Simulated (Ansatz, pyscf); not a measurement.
Be [singlet] + HCl -> HBe–Cl, an insertion on the singlet surface: Cl–H broken, Be–Cl, Be–H formed. PySCF, gas phase, ωB97X-D3(BJ)/def2-SVP geometries. Wave-function energies: Ansatz (a quantum-chemistry and plane-wave program), frozen core, RHF or UHF references. In kcal/mol, from the separated reactants.

```tsv
level	barrier	reaction energy
r²SCAN/def2-TZVP	14.39	-87.10
ωB97X-D3(BJ)/def2-TZVP	24.11	-85.25
CCSD(T)/6-31G	32.64	-71.79
CCSDT(Q)/6-31G	31.87	-71.91
full CI/6-31G	31.88	-71.89
CCSD(T)/cc-pV(D+d)Z	25.66	-75.35
CCSDT(Q)/cc-pV(D+d)Z	24.63	-75.52
CCSDTQ/cc-pV(D+d)Z	24.67	-75.51
CCSD(T)/cc-pV(T+d)Z	23.90	-77.60
CCSD(T)/cc-pV(Q+d)Z	23.13	-79.15
```

In cc-pV(D+d)Z, going from CCSD(T) to CCSDTQ shifts the barrier by -0.99 and the reaction energy by -0.16 kcal/mol. Against full CI in 6-31G, the error of the barrier is +0.76 for CCSD(T) and -0.01 for CCSDT(Q). With HF in the quadruple-zeta basis and the correlation energy extrapolated as X⁻³ from X = 3, 4, CCSD(T) gives 22.63 and -80.06; adding the double-zeta shift gives ΔE‡ = 21.64 and ΔE = -80.23 kcal/mol, without core correlation, relativity or geometry relaxation at these levels. One closed-shell reference is unstable to symmetry breaking; treat the single-reference values with care.
